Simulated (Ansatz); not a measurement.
Species: C$_{4}$H$_{9}$ (charge 0, doublet). It need not be the lowest isomer of its formula. 
Coordinates optimised at B3LYP-D3(BJ)/def2-TZVP (Ansatz, a quantum-chemistry and plane-wave program):
```
C
H 1 1.1043
C 1 1.4876 2 107.93
H 3 1.0821 1 120.81 2 85.83
H 3 1.0821 4 117.87 1 171.90
C 1 1.5330 2 106.86 3 -120.34
H 6 1.0917 1 111.17 2 62.03
H 6 1.0918 7 108.03 1 121.95
H 6 1.0925 7 107.94 8 116.65
C 1 1.5330 2 106.86 3 120.34
H 10 1.0917 1 111.17 2 -62.03
H 10 1.0918 11 108.03 1 -121.95
H 10 1.0925 11 107.94 12 -116.65
```
Charge 0, spin multiplicity 2.

Parts of the frozen-core correlation energy in aug-cc-pVDZ (Ansatz, hartree). Frozen orbitals: 4; correlated occupied orbitals by spin: 13 and 12; virtual: 156 and 157. UHF or UKS for open shells. No spin-orbit coupling. Non-relativistic.

| term | value |
|---|---|
| reference (HF) | -156.68490 |
| MP2 opposite-spin | ? |
| MP2 same-spin | ? |
| CCSD correlation | ? |
| (T) | -0.02015 |
| T1 diagnostic | 0.010 |
| largest doubles amplitude | 0.012 |
| <S^2> of the reference | 0.763 |

Problem. Some entries are withheld; supply them.

Solution. 
- MP2 opposite-spin, value: -0.44671
- MP2 same-spin, value: -0.13053
- CCSD correlation, value: -0.63854
